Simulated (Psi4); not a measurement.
# MP2/def2-TZVPD (density fitting with cc-pvdz-jkfit, density fitting for correlation, sweep point 2) run of BHF2 (SMILES FBF)

What is the vertical singlet–triplet gap of BHF2 at MP2/def2-TZVPD (density fitting with cc-pvdz-jkfit, density fitting for correlation, sweep point 2)? Input form: a Python script.

Program for the calculation: Psi4 1.11.

2 further runs of the same task are left out: 2 set aside as unsound or not needed.

### 1 Starting point

BHF2 has 4 atoms, charge 0, and is taken as a singlet. As SMILES, `FBF`. The coordinates come from a PBE0-D4/def2-TZVP relaxation.

Bond lengths: F1–B2 1.313 Å, B2–F3 1.313 Å, B2–H4 1.191 Å. Angles: F1–B2–F3 118.1°, F1–B2–H4 121.0°, F3–B2–H4 121.0°.

### 2 The energy at MP2/def2-TZVPD (density fitting with cc-pvdz-jkfit, density fitting for correlation, sweep point 2)

File job.py:

```python
import psi4

psi4.set_memory('1600 MB')
psi4.set_num_threads(1)
psi4.set_output_file('psi4.out', False)

m = psi4.geometry("""
0 1
F      1.154300     0.456900    -0.361900
B     -0.001900    -0.031000     0.025200
F     -1.095400     0.528700    -0.438900
H     -0.057000    -0.954600     0.775600
symmetry c1
""")

psi4.set_options({
    'puream': True,
    'scf_type': 'df',
    'num_frozen_docc': 3,
    'df_basis_scf': 'cc-pvdz-jkfit',
})

e = psi4.energy("mp2/def2-TZVPD", molecule=m)
print(f'total energy {e:.8f} hartree = {e * 27.211386:.5f} eV')
```

Started as:

```sh
python job.py
```

psi4.out, cut to the lines that bear on the results:

```text
[...]
  Running in c1 symmetry.
[...]
  Nuclear repulsion =   61.888554759542060
[...]
  Multiplicity = 1
[...]
  Nalpha       = 12
  Nbeta        = 12
[...]
    Number of basis functions: 126
[...]
   @DF-RHF iter   1:  -224.31951922035370   -9.00350e-01   3.07474e-03 ADIIS/DIIS
[...]
   @DF-RHF iter  10:  -224.36599156224938   -2.89901e-12   4.64544e-09 DIIS
[...]
    Orbital Energies [Eh]
    ---------------------
    Doubly Occupied:
       1A    -26.321271     2A    -26.321229     3A     -7.720425
       4A     -1.653958     5A     -1.622267     6A     -0.831423
       7A     -0.769490     8A     -0.750066     9A     -0.720405
      10A     -0.666785    11A     -0.660292    12A     -0.560137
[...]
  @DF-RHF Final Energy:  -224.36599156224938
   => Energetics <=
    Nuclear Repulsion Energy =             61.8885547595420604
    One-Electron Energy =                -435.3135989656097991
    Two-Electron Energy =                 149.0590526438183758
    Total Energy =                       -224.3659915622493770
[...]
 Multipole Moments:
 ------------------------------------------------------------------------------------
     Multipole            Electronic (a.u.)      Nuclear  (a.u.)        Total (a.u.)
 ------------------------------------------------------------------------------------
 L = 1.  Multiply by 2.5417464519 to convert [e a0] to [Debye]
 Dipole X            :          0.0466873           -0.0675938           -0.0209064
 Dipole Y            :          0.7862857           -1.1322755           -0.3459898
 Dipole Z            :         -0.6388144            0.9199550            0.2811405
 Magnitude           :                                                    0.4463026
[...]
```

On the terminal:

```text
total energy -224.96214302 hartree = -6121.53171 eV
```

Wall time 1.4 s (1 thread of AMD EPYC 9R45 (Zen 5), shared host); peak memory 0.23 GiB.

### 3 The triplet

File job.py:

```python
import psi4

psi4.set_memory(1600000000)
psi4.set_num_threads(1)
psi4.core.set_output_file('run.log', False)

molecule = psi4.geometry("""
0 3
F      1.154300     0.456900    -0.361900
B     -0.001900    -0.031000     0.025200
F     -1.095400     0.528700    -0.438900
H     -0.057000    -0.954600     0.775600
symmetry c1
""")

psi4.set_options({
    'basis': 'def2-TZVPD',
    'reference': 'uhf',
    'puream': True,
    'scf_type': 'df',
    'num_frozen_docc': 3,
    'df_basis_scf': 'cc-pvdz-jkfit',
    'maxiter': 150,
})

energy_value = psi4.energy('mp2', molecule=molecule)
print(f'mp2 energy: {energy_value:.10f} Eh')
for k, v in sorted(psi4.core.scalar_variables().items()):
    print(f'{k:45s} {v:18.10f}')
```

Started as:

```sh
python job.py
```

run.log, cut to the lines that bear on the results:

```text
[...]
  Running in c1 symmetry.
[...]
  Nuclear repulsion =   61.888554759542060
[...]
  Multiplicity = 3
[...]
  Nalpha       = 13
  Nbeta        = 11
[...]
    Number of basis functions: 126
[...]
   @DF-UHF iter   1:  -224.00382108748693   -5.84652e-01   3.04911e-03 DIIS/ADIIS
[...]
   @DF-UHF iter  14:  -224.07229153029999   -4.94538e-12   4.73744e-09 DIIS
[...]
   @S^2 Observed:                2.005050621E+00
[...]
    Orbital Energies [Eh]
    ---------------------
    Alpha Occupied:
       1A    -26.315831     2A    -26.315807     3A     -7.721020
       4A     -1.651180     5A     -1.620731     6A     -0.905982
       7A     -0.797094     8A     -0.765248     9A     -0.743493
      10A     -0.688868    11A     -0.672112    12A     -0.656391
      13A     -0.254527
    Alpha Virtual:
      14A      0.039523    15A      0.089581    16A      0.098989
      17A      0.138998    18A      0.146028    19A      0.152404
      20A      0.159685    21A      0.184836    22A      0.189327
      23A      0.194033    24A      0.225016    25A      0.240053
[...]
  @DF-UHF Final Energy:  -224.07229153029999
   => Energetics <=
    Nuclear Repulsion Energy =             61.8885547595420604
    One-Electron Energy =                -435.0754081687949792
    Two-Electron Energy =                 149.1145618789529408
    Total Energy =                       -224.0722915302999922
  UHF NO Occupations:
  HONO-2 :   11  A 1.9991283
  HONO-1 :   12  A 1.0000000
[...]
 Multipole Moments:
 ------------------------------------------------------------------------------------
     Multipole            Electronic (a.u.)      Nuclear  (a.u.)        Total (a.u.)
 ------------------------------------------------------------------------------------
 L = 1.  Multiply by 2.5417464519 to convert [e a0] to [Debye]
 Dipole X            :          0.0182483           -0.0675938           -0.0493454
 Dipole Y            :          0.3088788           -1.1322755           -0.8233967
 Dipole Z            :         -0.2510175            0.9199550            0.6689374
 Magnitude           :                                                    1.0620237
[...]
```

Standard output:

```text
mp2 energy: -224.6577719829 Eh
CURRENT CORRELATION ENERGY                         -0.5854804526
CURRENT ENERGY                                   -224.6577719829
CURRENT REFERENCE ENERGY                         -224.0722915303
CUSTOM SCS-MP2 CORRELATION ENERGY                  -0.5642583707
CUSTOM SCS-MP2 TOTAL ENERGY                      -224.6365499010
DD SOLVATION ENERGY                                 0.0000000000
HF KINETIC ENERGY                                 224.2670945406
HF POTENTIAL ENERGY                              -448.3393860709
HF TOTAL ENERGY                                  -224.0722915303
HF VIRIAL RATIO                                     1.9991313794
MP2 CORRELATION ENERGY                             -0.5854804526
MP2 DOUBLES ENERGY                                 -0.5854804526
MP2 OPPOSITE-SPIN CORRELATION ENERGY               -0.4258825613
MP2 SAME-SPIN CORRELATION ENERGY                   -0.1595978913
MP2 SINGLES ENERGY                                 -0.0000000000
MP2 TOTAL ENERGY                                 -224.6577719829
NUCLEAR REPULSION ENERGY                           61.8885547595
ONE-ELECTRON ENERGY                              -435.0754081688
PCM POLARIZATION ENERGY                             0.0000000000
PE ENERGY                                           0.0000000000
SCF ITERATION ENERGY                             -224.0722915303
SCF ITERATIONS                                     14.0000000000
SCF TOTAL ENERGY                                 -224.0722915303
SCS-MP2 CORRELATION ENERGY                         -0.5642583707
SCS-MP2 TOTAL ENERGY                             -224.6365499010
TWO-ELECTRON ENERGY                               149.1145618790
```

Run time: 1.6 s. Hardware: 1 thread of AMD EPYC 9R45 (Zen 5), shared host; peak memory 0.23 GiB.

### 4 What came out

At MP2/def2-TZVPD (density fitting with cc-pvdz-jkfit, density fitting for correlation, sweep point 2), 3 core orbitals frozen:

```
                                                           quantity          value
                                              singlet: total energy  -224.96214 Eh
                       singlet: HOMO energy (Hartree–Fock orbitals)      -15.24 eV
                       singlet: LUMO energy (Hartree–Fock orbitals)        1.31 eV
                     singlet: HOMO–LUMO gap (Hartree–Fock orbitals)       16.55 eV
               singlet: correlation energy (3 core orbitals frozen)     -596.2 mEh
                                              triplet: total energy  -224.65777 Eh
triplet: HOMO energy (Hartree–Fock orbitals) (highest over α and β)       -6.93 eV
 triplet: LUMO energy (Hartree–Fock orbitals) (lowest over α and β)       -3.80 eV
               triplet: correlation energy (3 core orbitals frozen)     -585.5 mEh
                         triplet: ⟨S²⟩ of the reference determinant          2.005
                   vertical energy of the triplet above the singlet       8.282 eV
```

At this shape the triplet lies 8.28 eV (799 kJ/mol) above the singlet.
